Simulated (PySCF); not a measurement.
System (SMILES): C=CF.
Geometry (B3LYP-D3(BJ)/def2-TZVP, fixed):
```
C
C 1 1.3174
F 1 1.3475 2 122.16
H 2 1.0798 1 119.40 3 180.00
H 2 1.0810 4 119.01 1 180.00
H 1 1.0823 2 126.09 4 0.00
```

How fast the lowest singlet excitation energy converges with the basis for several methods (PySCF): deviation from each method's own reference, in eV. References: CAM-B3LYP 6.833 eV, the value in d-aug-cc-pVTZ; PBE 6.174 eV, the value in d-aug-cc-pVTZ; PBE0 6.724 eV, the value in d-aug-cc-pVTZ. All functions are spherical. Density fitting with generated auxiliary sets. No added dispersion term, no relativity. Tamm-Dancoff approximation, the state taken by its order.

```
basis              functions  CAM-B3LYP    PBE   PBE0
-----------------  ---------  ---------  -----  -----
def2-SVP                  57      1.625  1.836  1.746
def2-SVPD                 87      0.661  0.859  0.786
aug-pcseg-1               96      0.028  0.077  0.054
def2-TZVPP               135      1.342  1.591  1.456
6-311++G(3df,3pd)        171      0.082  0.166  0.129
cc-pVQZ                  255      0.898  1.094  1.008
def2-QZVPP               261      0.746  0.946  0.856
def2-QZVP                261      0.746  0.946  0.856
```

Mean absolute deviation over def2-TZVPP, 6-311++G(3df,3pd): CAM-B3LYP 0.712, PBE0 0.793, PBE 0.879 eV.
